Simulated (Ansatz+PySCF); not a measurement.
**singlet CO: levels of theory in one basis**

```yaml
atoms:
  - { symbol: C, position_ang: [0.0000, 0.0000, -1.9339] }
  - { symbol: O, position_ang: [0.0000, 0.0000, 1.4504] }
```

Basis set: 6-31G (spherical functions). Frozen core: 2 orbitals. Charge 0, multiplicity 1.

Computed with Ansatz (development build ahead of 0.2.0); each method stands on the lowest determinant of its kind that the runs found. NEVPT2 correlates all electrons. Active spaces start from the frontier orbitals, and the lowest solution found is given.

```json
{"method": "RHF", "E − E(RHF) (eV)": "0.00", "<S²> of the determinant": "0.00"}
{"method": "UHF", "E − E(RHF) (eV)": "-5.75", "<S²> of the determinant": "2.01"}
{"method": "RHF-MP2", "E − E(RHF) (eV)": "-2.86", "<S²> of the determinant": "–"}
{"method": "UHF-MP2", "E − E(RHF) (eV)": "-7.74", "<S²> of the determinant": "2.01"}
{"method": "RHF-CCSD(T)", "E − E(RHF) (eV)": "-4.38", "<S²> of the determinant": "–"}
{"method": "UHF-CCSD(T)", "E − E(RHF) (eV)": "-8.36", "<S²> of the determinant": "2.01"}
{"method": "RHF-CCSDT(Q)", "E − E(RHF) (eV)": "-4.51", "<S²> of the determinant": "–"}
{"method": "UHF-CCSDT(Q)", "E − E(RHF) (eV)": "-8.37", "<S²> of the determinant": "2.01"}
{"method": "full CI (lowest root of this spin)", "E − E(RHF) (eV)": "-8.38", "<S²> of the determinant": "–"}
{"method": "CASSCF(10,8)", "E − E(RHF) (eV)": "-6.16", "<S²> of the determinant": "–"}
{"method": "SC-NEVPT2(10,8)", "E − E(RHF) (eV)": "-7.72", "<S²> of the determinant": "–"}
```

Question: What does RHF-CCSD give on the same scale?

Answer: -4.21 eV.

At such a shape the full CI root can have another spatial symmetry than the determinants, so the rows needn't describe one state.

Question: Is a single determinant a sound starting point here?

Answer: It is doubtful. Unrestricted orbitals lower Hartree–Fock by 5.75 eV and <S²> is 2.01 where a pure state has 0.00, a sign of strong static correlation. The CASSCF(10,8) natural occupations are 2.00, 2.00, 1.96, 1.09, 1.01, 0.99, 0.91, 0.05.

Caution for RHF, RHF-MP2, RHF-CCSD, RHF-CCSD(T), RHF-CCSDT(Q): an unrestricted determinant lies well below. Caution for UHF, UHF-MP2, UHF-CCSD(T), UHF-CCSDT(Q): the unrestricted determinant is a mixture of spin states. Caution for RHF-MP2, RHF-CCSD, RHF-CCSD(T), RHF-CCSDT(Q): large amplitudes, a single reference is doubtful. Caution for UHF-MP2, UHF-CCSD(T), UHF-CCSDT(Q): bonds are stretched, where a single reference can fail; a plain start can end on a higher determinant. Caution for RHF-CCSD(T): the program finds a lower state of this spin. Caution for RHF-CCSD(T), RHF-CCSDT(Q): the program doubts this total.
